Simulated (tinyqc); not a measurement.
Inside a calculation. Method: Hueckel theory of the pi electrons, for the molecule N=CN (SMILES; centres numbered as the heavy atoms are written). One step of it, computed by the program tinyqc.

Problem. Energy, charges, bond orders. E = sum n x; q_r = z_r - P_rr; bond order p = P_rs; free valence = sqrt(3) - sum of p over the bonds of the atom.

x values: 1.986919  0.963637  -0.950556

occupations: 2.000000  2.000000  0.000000

charge and bond-order matrix P, lower triangle:
```
,1N,2C,3N
1N,1.399103
2C,0.871635,0.735644
3N,-0.284551,0.412757,1.865253
```

Centres:
```
centre,"z_r, pi electrons of the neutral centre",h
1N,1,0.500000
2C,1,0.000000
3N,2,1.500000
```

Bonds:
```
i,j,k
1,2,1.000000
2,3,0.800000
```

Give: pi energy = 4 alpha + this times beta; pi charges; Bond orders and lengths from R = 1.517 - 0.180 p; free valence of the carbons; gap between the highest filled and the next level.

Solution.

pi energy = 4 alpha + this times beta = 5.9011

pi charges: 1N -0.3991, 2C 0.2644, 3N 0.1347

Bond orders and lengths from R = 1.517 - 0.180 p (angstrom, C-C alone):
```
bond,p,R
1-2,0.8716,-
2-3,0.4128,-
```

free valence of the carbons: 2C 0.4477

gap between the highest filled and the next level = 1.9142 |beta|
